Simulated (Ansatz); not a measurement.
Reaction (SMILES): FC(F)(F)F → [C](F)(F)F + F atom
B3LYP-D3(BJ)/def2-TZVP geometries, fixed; electronic energies without zero-point terms.

Effect of a fitting basis named in the input at HF/def2-TZVPP with Ansatz (an electronic-structure program), against the last row, where the bond dissociation energy is 89.81 kcal/mol. Open shells are unrestricted. The default fits or decomposes integrals by the program's own choice; accuracy: high also tightens integrals, grids and stops.

```csv
setting,largest shift of a total energy (mEh),shift of the bond dissociation energy (kcal/mol)
fitting: def2-SV(P)-JKFIT,0.165,-0.029
fitting: def2-universal-JKFIT,0.165,-0.029
fitting: cc-pVTZ-JKFIT,0.161,-0.013
fitting: cc-pVQZ-JKFIT,0.033,-0.004
fitting: cc-pV5Z-JKFIT,0.006,0.000
accuracy: high,-0.006,0.000
accuracy: medium (default),0.000,0.000
```

Within 0.02 kcal/mol in the bond dissociation energy: fitting: cc-pVTZ-JKFIT; fitting: cc-pVQZ-JKFIT; fitting: cc-pV5Z-JKFIT; accuracy: high. The largest shift is 0.165 mEh in a total energy and 0.029 kcal/mol in the difference.
